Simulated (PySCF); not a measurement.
# Two probes of the same atoms: core binding energy and nuclear shielding

Compound: methyl isopropyl ketone, C5H10O.
SMILES with atom numbers: `[CH3:1][C:2](=[O:3])[CH:4]([CH3:5])[CH3:6]`

Binding energies: delta-SCF UKS SCAN, pcX-2 on the ionised atom, pcseg-1 elsewhere, spin-free X2C (PySCF). Shieldings: GIAO PBE0/pcSseg-1, non-relativistic, same geometry.

```tsv
atom	isotropic shielding (ppm)
C1	155.5
C2	-29.2
C4	140.0
C5	166.3
```

What are the C 1s binding energies of these atoms?

```json
{"atom": "C5", "environment": "methyl carbon", "C 1s (eV)": "290.50", "isotropic shielding (ppm)": "166.3"}
{"atom": "C4", "environment": "sp3 carbon next to a carbonyl", "C 1s (eV)": "290.89", "isotropic shielding (ppm)": "140.0"}
{"atom": "C1", "environment": "methyl carbon next to a carbonyl", "C 1s (eV)": "290.99", "isotropic shielding (ppm)": "155.5"}
{"atom": "C2", "environment": "ketone carbonyl carbon", "C 1s (eV)": "293.14", "isotropic shielding (ppm)": "-29.2"}
```

Among the listed atoms, is the one with the highest binding energy also the least shielded?

Yes: C2 has both (293.14 eV, -29.2 ppm).

By binding energy: C5 < C4 < C1 < C2. By shielding: C2 < C4 < C1 < C5.

Of atoms equivalent by bonding only the ionised one is listed; its partners' own values can differ in this conformer. Geometry: PBE0-D3(BJ)/def2-SVP, one conformer, isolated molecule.

The values belong to the conformer `[CH3:1][C:2](=[O:3])[CH:4]([CH3:5])[CH3:6]`: C1–C2–C4–C5 -178°.
